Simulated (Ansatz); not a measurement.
Basis-set extrapolation for C2H6S2 (`SCCS`) (PBE0-D4/def2-TZVP geometry, frozen core, Ansatz 0.2.0). Multiplicity 1, RHF reference.

```
                      def2-TZVPP   def2-QZVPP
                 HF  -874.341878  -874.368493
    MP2 correlation    -0.707818    -0.761601
CCSD(T) correlation    -0.796839    -0.846412
```

Energies in hartree. Use E(X) = E(∞) + A·exp(−7.88·√X) for Hartree–Fock and E(X) = E(∞) + B·X^(−2.97) for correlation, with X = 3 and 4.

Problem. What is the CCSD(T) energy at the basis-set limit?

Solution. HF limit: -874.368493 + (-0.026615) × 0.13774 = -874.37216. Correlation limit: -0.846412 + (-0.049573) × 0.74074 = -0.88313. Total: -875.25529 hartree, 306.1 kJ/mol below CCSD(T)/def2-TZVPP.
